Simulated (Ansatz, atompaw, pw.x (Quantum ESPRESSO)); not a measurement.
# W (Z = 74) (bcc): variants of one PAW (atompaw) potential in the solid

tungsten, PAW, made with atompaw 4.2.0.5 (LDA (PW92), scalar-relativistic). Core [Kr] 4d10 4f14, reference 5s2 5p6 5d4 6s2 6p0. Waves: 5s (bound): rc 1.70 bohr; 6s (bound): rc 3.00 bohr; 5p (bound): rc 1.80 bohr; 6p (bound, empty): rc 1.90 bohr; 5d (bound): rc 3.00 bohr; 5d channel at 0.3 Ry: rc 3.00 bohr. Local part: bessel scheme, radius 2.75 bohr. Core correction: smooth core density matched at 2.50 bohr. Augmentation charge: sinc compensation charge, radius 2.75 bohr; PAW radius 3.00 bohr; waves and projectors: custom rrkj gramschmidtortho.

Crystal test: bcc W in pw.x 7.5, no spin, 15³ k-points, Fermi–Dirac smearing 0.01 Ry, cutoffs set for each file from its atomic test. The reference is all-electron LAPW (Ansatz 0.2.0) with the same functional, mesh and smearing; V0 and B0 come from Birch–Murnaghan fits to the pressures at five volumes. Errors are pseudo minus all-electron; Δ is the rms difference of the E(V) curves that follow from these fits, minima aligned, over ±6 % about the mean V0. Mesh and smearing are coarse, so the numbers serve the comparison and aren't converged zero-temperature values; the lattice is a test structure that the element need not adopt.

All-electron: a0 = 3.136 Å (V0 = 15.41 Å³/atom), B0 = 332.7 GPa.

Base: The largest radius (3.00 bohr) exceeds half the bond length (2.57 bohr), so the spheres overlap, which is one possible source of error among others. This is a poor potential for the solid.

1 further variants are left out: they gave no file fit for a test, a broken result, the same result as the base, or pressures whose basis-set error rivals the error shown.

```csv
change,cutoffs (Ry),pw.x,a0 (Å),a0 error (%),B0 error (%),Δ (meV/atom),mean pressure error (GPa)
base,55/550,converged,3.161,+0.82,+4.9,29.1,+9.24
"augmentation sinc compensation charge, radius 1.34 bohr; PAW radius 3.00 bohr; waves and projectors: custom rrkj gramschmidtortho",55/550,converged,3.159,+0.74,+5.0,26.4,+8.36
"augmentation sinc compensation charge, radius 1.66 bohr; PAW radius 3.00 bohr; waves and projectors: custom rrkj gramschmidtortho",55/550,converged,3.160,+0.79,+5.1,28.1,+8.90
"augmentation sinc compensation charge, radius 2.16 bohr; PAW radius 3.00 bohr; waves and projectors: custom rrkj gramschmidtortho",55/550,converged,3.162,+0.83,+5.1,29.6,+9.40
"augmentation sinc compensation charge, radius 2.50 bohr; PAW radius 3.00 bohr; waves and projectors: custom rrkj gramschmidtortho",55/550,converged,3.162,+0.84,+4.9,29.9,+9.49
```
